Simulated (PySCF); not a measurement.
The dipole of `C(S)CC#N` from its density and from atomic charges.

Coordinates (GFN2-xTB, dihedral held, Å) and charges (e) from the PBE0/pcSseg-1 density (PySCF):

| atom | x | y | z | Mulliken | IAO | Hirshfeld | ESP-fitted |
| --- | --- | --- | --- | --- | --- | --- | --- |
| N1 | 2.862 | -0.179 | 0.494 | -0.2383 | -0.2436 | -0.2274 | -0.4655 |
| C2 | 1.732 | -0.342 | 0.458 | +0.0445 | +0.1382 | +0.0856 | +0.3233 |
| C3 | 0.304 | -0.532 | 0.397 | -0.1846 | -0.2989 | -0.0459 | -0.0431 |
| C4 | -0.369 | 0.697 | -0.214 | -0.3667 | -0.3244 | -0.0575 | -0.0733 |
| S5 | -2.182 | 0.494 | -0.308 | -0.1001 | -0.0609 | -0.0454 | -0.3335 |
| H6 | 0.098 | -1.421 | -0.208 | +0.1711 | +0.1783 | +0.0649 | +0.0791 |
| H7 | -0.074 | -0.708 | 1.408 | +0.1819 | +0.1874 | +0.0653 | +0.0738 |
| H8 | -0.211 | 1.575 | 0.412 | +0.1808 | +0.1724 | +0.0565 | +0.1559 |
| H9 | 0.008 | 0.900 | -1.216 | +0.1762 | +0.1638 | +0.0506 | +0.0695 |
| H10 | -2.171 | -0.474 | -1.225 | +0.1350 | +0.0878 | +0.0532 | +0.2138 |

Form Σ q r in debye for every column and set it beside the full dipole.

The full density gives (-2.54, -0.88, -0.81) D, 2.80 D in size; dipole vectors point from the negative to the positive end.

| scheme | μx | μy | μz | size (D) | share of the full size (%) | angle to the full dipole (°) |
| --- | --- | --- | --- | --- | --- | --- |
| Mulliken | -3.04 | -0.82 | -0.70 | 3.23 | 115 | 6 |
| IAO | -2.49 | -0.53 | -0.46 | 2.59 | 92 | 9 |
| Hirshfeld | -2.51 | -0.27 | -0.43 | 2.56 | 91 | 14 |
| ESP-fitted | -2.52 | -0.85 | -0.84 | 2.79 | 100 | 1 |

Which set comes closest?

Length of the difference vector: ESP-fitted 0.04 D, IAO 0.50 D, Mulliken 0.52 D, Hirshfeld 0.72 D. Closest: ESP-fitted. 

What is left for the Hirshfeld atoms' own dipoles?

The Hirshfeld atoms' densities add up to the full density, so μ = Σ q r + Σ (atomic dipoles). The atomic dipoles sum to (-2.54, -0.88, -0.81) − (-2.51, -0.27, -0.43) = (-0.03, -0.61, -0.38) D, 0.72 D in size.

With the origin at the mean of the coordinates, (0.000, 0.001, 0.000) Å, which are the largest single terms, by size, of the ESP-fitted dipole along the direction of the full one?

N1 +5.99, S5 -3.06, H10 +2.53, C2 -2.47, H8 -0.31 D; all 10 atoms together +2.79 D. The single terms depend on the origin, their sum doesn't.

Give the size of the full dipole in other units.

2.80 D = 1.103 au = 0.584 e·Å = 9.35 × 10⁻³⁰ C·m.

The geometry is a constrained GFN2-xTB structure with the dihedral C2–C3–C4–S5 held at 180°, isolated molecule; it need not be a minimum.
